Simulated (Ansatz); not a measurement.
# AlSiH (triplet): PBE-QIDH, RPA-PBE over a scan of the angle Al2–Si1–H3, 6-31G

Aim: run AlSiH (triplet) with these functionals over a scan of the angle Al2–Si1–H3, and hold them against the top wave-function level at the same points.

Program: Ansatz 0.2.0, Gaussian basis. Level of theory: 6-31G, all electrons in the functionals, frozen cores in the correlation of double hybrids and RPA. These are calculated values, not measurements.

Plan: PBE-QIDH, RPA-PBE, at 57.3°; 72.1°; 85.0°; 107.6°; 125.2°; 139.8°; 158.8°; 180.0°.

11 further runs of the same task are left out: 1 for a mislabelled method, 10 that didn't finish.

## (1) The geometry

The geometry derives from a PBE0/def2-TZVP stationary point (not a proven minimum). One angle is set to the value named; bond lengths are kept.

3 atoms, charge 0, spin multiplicity 3.

Atoms are counted from 1 here; the program's logs count them from 0.

Bond lengths: Si1–Al2 2.390 Å, Si1–H3 1.598 Å. Angles: Al2–Si1–H3 57.3°.

No dispersion term is added.

The geometry shown and the zero of energy belong to the point 57.3°. The yardstick, FCI, and other wave-function levels (R restricted, U unrestricted, valence and pair active spaces) come from earlier runs.

## (2) PBE-QIDH, 57.3°

in.yaml reads:

```yaml
crystal:
  periodic: [false, false, false]
  atoms:
    - {symbol: Si, position_ang: [0.000000, -0.035961, 1.165412]}
    - {symbol: Al, position_ang: [0.000000, -0.011793, -1.224879]}
    - {symbol: H, position_ang: [0.000000, 1.317723, 0.315431]}
basis:
  gaussian: {orbitals: 6-31G}
magnetization: {spin_polarized: true, initial_magnetization: 2}
hamiltonian: {xc: {name: PBE-QIDH}}
correlation: {electrons: outside_noble_gas}
```

Launch:

```
> ansatz run in.yaml --threads 1 --pin off --events-out ev --progress --plain --max-ram 2393MiB
```

Further steps of the session: PBE-QIDH, 72.1°; PBE-QIDH, 85.0°; PBE-QIDH, 107.6°; PBE-QIDH, 125.2°; PBE-QIDH, 139.8°; PBE-QIDH, 158.8°; PBE-QIDH, 180.0°; RPA-PBE, 57.3°; RPA-PBE, 72.1°; RPA-PBE, 85.0°; RPA-PBE, 107.6°; RPA-PBE, 125.2°; RPA-PBE, 139.8°; RPA-PBE, 158.8°; RPA-PBE, 180.0°.

Before running them: what should the planned runs give, taken together? Wanted: span of the FCI curve; largest miss, PBE-QIDH; largest miss, RPA-PBE.

The runs gave:

| quantity | value |
| --- | --- |
| span of the FCI curve | 105.4 meV |
| largest miss, PBE-QIDH | +57.9 meV (125.2°) |
| largest miss, RPA-PBE | +49.3 meV (139.8°) |

What this shows: Of the functionals, RPA-PBE keep the smallest largest miss at the points compared (at most 49.3 meV) and PBE-QIDH strays most (57.9 meV, at 125.2°). Functionals and the yardstick converge differently with the basis, so part of each miss in 6-31G is the basis.
